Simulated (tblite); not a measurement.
Species: (CH3)2PPF2, C2H6F2P2.
Z-matrix (Å and degrees, GFN2-xTB geometry), rows numbered from 1:
```
C 
P   1  1.8557
C   2  1.8557  1   98.80
P   2  2.2146  1   93.67  3    94.22
F   4  1.6229  2   97.24  1    82.71
F   4  1.6230  2   97.21  1   178.16
H   1  1.0882  2  108.62  3    75.08
H   1  1.0888  2  112.23  3   -45.67
H   1  1.0884  2  109.22  3  -167.15
H   3  1.0885  2  109.25  1   166.60
H   3  1.0886  2  112.20  1    45.09
H   3  1.0881  2  108.62  1   -75.66
```

Level: GFN2-xTB in tblite, geometry and Hessian alike; calculated harmonic values, unscaled, isolated species. The method is semi-empirical: single wavenumbers can be off by several per cent or more. One conformer, not necessarily the lowest.

Harmonic wavenumbers (cm⁻¹): 37.5, 104.7, 145.5, 149.6, 173.4, 219.2, 243.3, 280.9, 342.0, 489.9, 698.0, 700.0, 745.3, 750.2, 831.1, 864.9, 907.0, 944.9, 1327.7, 1329.2, 1439.1, 1448.8, 1456.5, 1463.5, 2995.9, 2999.1, 3014.7, 3019.8, 3023.2, 3024.5.

A = 3348, B = 1790, C = 1359 MHz; mass 129.991 u (most abundant isotopes); point group Cs, symmetry number 1.

Question: Zero-point energy?

Answer: ½Σν̃ = 17585 cm⁻¹ = 210.36 kJ/mol.

Question: Entropy at 350 K, 1 bar (ideal gas, RRHO, classical rotation)?

Answer: Translation 172.89, rotation 119.44, vibration 123.65: S = 416.0 J/(mol K).

Question: And Cp and H(350 K) − H(0)?

Answer: Cp = 143.88 J/(mol K), of which vibrations give 110.63 (their classical limit is 30 R = 249.4); H(350 K) − H(0) = 33.48 kJ/mol without the zero-point energy, 21.84 from vibrations.

Question: What must be added to the electronic energy to get the Gibbs energy at 350 K and 1 bar?

Answer: ZPE + [H(350 K) − H(0)] − T·S = 210.36 + 33.48 − 145.60 = 98.24 kJ/mol.

Question: Which modes carry the vibrational entropy at 350 K?

Answer: 37.5 cm⁻¹: 23.87; 104.7 cm⁻¹: 15.39; 145.5 cm⁻¹: 12.71; 149.6 cm⁻¹: 12.49; 173.4 cm⁻¹: 11.30; 219.2 cm⁻¹: 9.46 J/(mol K); the other 24 give 38.44 together.

Question: How do the functions run with temperature in this model?

Answer: 
| T (K) | S (J/(mol K)) | Cp (J/(mol K)) | H − H(0) (kJ/mol) | G − H(0) (kJ/mol) | ln q(vib) |
| --- | --- | --- | --- | --- | --- |
| 100 | 283.2 | 76.5 | 5.28 | -23.04 | 1.57 |
| 200 | 346.3 | 107.1 | 14.56 | -54.71 | 3.98 |
| 300 | 394.7 | 132.5 | 26.57 | -91.84 | 6.28 |
| 500 | 472.2 | 171.7 | 57.26 | -178.86 | 10.44 |
| 800 | 561.4 | 207.5 | 114.61 | -334.53 | 15.83 |
| 1000 | 609.5 | 223.4 | 157.77 | -451.75 | 18.97 |

q(vib) and H(0) count from the zero-point level.

Hindered rotation and anharmonicity are outside this model. Other conformers, if any are populated, would add a mixing term that is left out.
